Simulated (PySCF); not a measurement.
A structure optimised at PBE-D3(BJ)/def2-TZVP, used in a PySCF frequency run:

```xyz
3

O      0.0000    -1.2554    -0.3699
S      0.0000     0.0000     0.3699
O      0.0000     1.2554    -0.3699
```
Charge 0, spin multiplicity 1.

Question: Write its SMILES, formula and point group.

Answer: O=S=O, O2S, C2v

Question: What are its rotational constants (standard atomic weights)?

Answer: 57.650, 10.021, 8.5370 GHz
